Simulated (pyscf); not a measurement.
Structures and frequencies: ωB97X-D3(BJ)/def2-SVP in PySCF.

SMILES: [F][WH]([F])([OH])=[O]
```xyz
7

O     -0.5157     0.8044     1.6670
W     -0.0014    -0.4922     0.7364
O     -0.5845    -1.9391     1.7357
F      0.3961     0.3572    -0.8750
F      1.7937    -1.0597     0.7676
H     -1.3467    -0.9249    -0.2121
H     -0.9807    -2.8120     1.6607
```
Charge 0, spin multiplicity 1.

How much does it cost (ΔH, 298 K, ωB97M-D3(BJ)/def2-TZVP) to split `[O]=[WH]([OH])([F])[F]` at its H–W bond into [O=W(OH)(F)–F]• + H•?

H–W to [O=W(OH)(F)–F]• + H•: 64.8 kcal/mol. The 7 functionals that were run give +61.2 (M06-2X) to +67.6 kcal/mol (r²SCAN). The radicals are drawn with the spin at the cut bond; how far it spreads was not checked. Other isomers of [O=W(OH)(F)–F]• were not searched in full and may lie lower. Open-shell species with a d-block atom are single-reference here; other states, and whether the spin sits on metal or ligand, were not checked. Elements past Kr carry the def2 core potentials, without spin-orbit coupling.
